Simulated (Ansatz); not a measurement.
Reaction (SMILES): O (H2O) → H2O+ (doublet, bonded as O) + e-
B3LYP-D3(BJ)/def2-TZVP geometries, fixed; electronic energies without zero-point terms.

How fast the adiabatic ionisation energy converges with the basis for several methods (Ansatz, a quantum-chemistry and plane-wave program): deviation from each method's own reference, in eV. References: CCSD(T) 12.691 eV, Hartree-Fock in aug-cc-pVQZ plus the correlation part extrapolated as X^-3 from aug-cc-pVTZ and aug-cc-pVQZ; HF 10.946 eV, the value in pcseg-4; MP2 12.902 eV, Hartree-Fock in aug-cc-pVQZ plus the correlation part extrapolated as X^-3 from aug-cc-pVTZ and aug-cc-pVQZ; PBE 12.651 eV, the value in aug-cc-pV5Z; PBE0 12.502 eV, the value in aug-cc-pV5Z; r2SCAN 12.457 eV, the value in aug-cc-pV5Z. All functions are spherical. In correlated methods cores are frozen. Open shells are unrestricted. No added dispersion term, no relativity. 

```json
[
 {"basis": "3-21G", "functions": "13", "CCSD(T)": "-1.731", "HF": "-0.628", "MP2": "-1.853", "PBE": "-1.138", "PBE0": "-0.959", "r2SCAN": "-0.910"},
 {"basis": "def2-SV(P)", "functions": "18", "CCSD(T)": "-0.846", "HF": "-0.099", "MP2": "-0.876", "PBE": "-0.436", "PBE0": "-0.311", "r2SCAN": "-0.313"},
 {"basis": "pcseg-1", "functions": "24", "CCSD(T)": "-0.538", "HF": "0.042", "MP2": "-0.540", "PBE": "-0.201", "PBE0": "-0.108", "r2SCAN": "-0.081"},
 {"basis": "def2-SVP", "functions": "24", "CCSD(T)": "-0.752", "HF": "-0.155", "MP2": "-0.785", "PBE": "-0.443", "PBE0": "-0.335", "r2SCAN": "-0.320"},
 {"basis": "def2-SVPD", "functions": "39", "CCSD(T)": "-0.243", "HF": "0.108", "MP2": "-0.258", "PBE": "0.055", "PBE0": "0.070", "r2SCAN": "0.070"},
 {"basis": "6-311++G(2d,2p)", "functions": "47", "CCSD(T)": "-0.237", "HF": "0.026", "MP2": "-0.245", "PBE": "0.003", "PBE0": "0.010", "r2SCAN": "0.028"},
 {"basis": "def2-TZVPD", "functions": "58", "CCSD(T)": "-0.208", "HF": "-0.013", "MP2": "-0.221", "PBE": "-0.016", "PBE0": "-0.014", "r2SCAN": "-0.016"},
 {"basis": "6-311++G(3df,3pd)", "functions": "75", "CCSD(T)": "-0.117", "HF": "0.027", "MP2": "-0.129", "PBE": "0.009", "PBE0": "0.015", "r2SCAN": "0.027"},
 {"basis": "aug-cc-pVTZ", "functions": "92", "CCSD(T)": "-0.118", "HF": "-0.001", "MP2": "-0.129", "PBE": "-0.004", "PBE0": "-0.003", "r2SCAN": "0.000"},
 {"basis": "def2-QZVPP", "functions": "117", "CCSD(T)": "-0.088", "HF": "-0.009", "MP2": "-0.097", "PBE": "-0.028", "PBE0": "-0.019", "r2SCAN": "-0.019"},
 {"basis": "def2-QZVPPD", "functions": "132", "CCSD(T)": "-0.069", "HF": "-0.002", "MP2": "-0.077", "PBE": "-0.002", "PBE0": "-0.001", "r2SCAN": "-0.001"},
 {"basis": "cc-pV5Z", "functions": "201", "CCSD(T)": "-0.050", "HF": "-0.007", "MP2": "-0.052", "PBE": "-0.021", "PBE0": "-0.014", "r2SCAN": "-0.014"}
]
```

Mean absolute deviation over 6-311++G(2d,2p), def2-TZVPD, 6-311++G(3df,3pd), aug-cc-pVTZ: PBE 0.008, PBE0 0.011, HF 0.017, r2SCAN 0.018, CCSD(T) 0.170, MP2 0.181 eV.
